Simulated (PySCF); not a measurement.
**How good is the calculation?**

Structure with atom numbers: `[O:1]=[CH:2][OH:3]` (H(Xn): hydrogen on atom n).

All values are calculated (PySCF 2.14): structure optimised with GFN2-xTB, shielding tensors at PBE0/pcSseg-1 (GIAO). One computed conformer, non-relativistic Hamiltonian, isolated molecule.

Reference values: CCSD(T)/cc-pVQZ (gas (isolated, no vibration); M. Maurer, PhD thesis, LMU Munich (Maurer, Ochsenfeld, JCTC 2015 SI; set of Flaig et al., JCTC 2014, 10, 572)).
```json
{"atoms": "C2", "quantity": "δ 13C", "reference": "161.2", "computed": "162.9", "computed, scaled": "156.6"}
{"atoms": "O1", "quantity": "δ 17O vs H2O (same level)", "reference": "411.1", "computed": "446.1", "computed, scaled": "–"}
{"atoms": "O3", "quantity": "δ 17O vs H2O (same level)", "reference": "191.0", "computed": "209.7", "computed, scaled": "–"}
```

Computed shifts are σ(ref) − σ with the named reference compound (TMS for H and C) calculated as an isolated molecule at the same level. The measured values may be among those fitted. Expected solution values come from regression of measured δ (H and C: mostly CDCl3, vs TMS) on computed σ: 13C: δ = 179.97 − 0.974σ (rms 2.1 ppm, 958 shifts, 2.3 ppm with the 13 outliers that the fit left out); 17O: δ = 266.70 − 0.911σ (rms 10.7 ppm, 155 shifts, 12.2 ppm with the 3 outliers that the fit left out vs liquid water, solution or neat liquid). A few per cent of atoms miss by over 2 rms, more outside the fitted compound classes.

Q: How far are the unscaled 17O shifts from the references?

A: Mean signed difference +26.85 ppm, mean absolute 26.85 ppm over 2 comparisons; the largest is +35.0 ppm at O1 (carbonyl oxygen).

3 of the 4 published NMR values on file for this molecule are compared. The rest: values whose atom or origin is in doubt.

Hydrogen bonding in solution deshields acid and N–H amide carbonyl carbons by as much as 10 ppm beyond these values.
